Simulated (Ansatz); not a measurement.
Mulliken charges of `N/C(F)=N/CF` from PBE/def2-TZVPP in Ansatz (PBE0-D4/def2-TZVP geometry).

```
atom   x (Å)   y (Å)   z (Å)  charge (e)
  N1   0.078  -1.695   1.061      -0.268
  C2   0.104  -0.441   0.551       0.222
  F3   0.437   0.442   1.515      -0.167
  N4  -0.097  -0.133  -0.643      -0.212
  C5   0.024   1.207  -1.090       0.090
  F6  -0.959   1.450  -2.025      -0.200
  H7  -0.056  -1.789   2.052       0.182
  H8  -0.338  -2.394   0.470       0.198
  H9  -0.096   1.952  -0.296       0.074
 H10   0.987   1.351  -1.593       0.082
```

**Question.** By hand: the dipole of these point charges (1 e Å = 4.8032 D).

**Answer.** Σ q r = (0.140, -0.415, 0.342) e Å, of length 0.556 e Å = 2.67 D.

**Question.** How does the dipole of the full density compare? (Estimate.)

**Answer.** Computed: (0.115, -0.409, 0.577) e Å, 3.44 D; the point charges give 0.78 times that, at 16° from its direction.

Point charges leave out the atoms' own dipoles, such as those of lone pairs, and Mulliken's split depends on the basis, so the two needn't agree.
